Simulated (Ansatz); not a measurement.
## Cr (bcc): energy against volume

These are results of DFT, PBE, plane waves (420 eV) with PAW, scalar-relativistic in Ansatz 0.2.0, not measurements.

The cell is scaled uniformly from the relaxed one, with fractional coordinates and shape fixed. Energies are extrapolated to zero smearing, pressures are those at the given smearing. Magnetic state: non-magnetic.

A Birch-Murnaghan fit gives V₀ = 11.55 Å³/atom, B₀ = 258 GPa, B₀′ = 4.2.

**Question.** What are the energy above the minimum and the pressure at 10.165 Å³/atom?

**Answer.** 166.9 meV/atom and 43.20 GPa as computed.

**Question.** What are the energy above the minimum and the pressure at 12.475 Å³/atom?

**Answer.** 52.1 meV/atom and -16.83 GPa as computed.

**Question.** What are the energy above the minimum and the pressure at 12.937 Å³/atom?

**Answer.** 109.8 meV/atom and -22.92 GPa as computed.
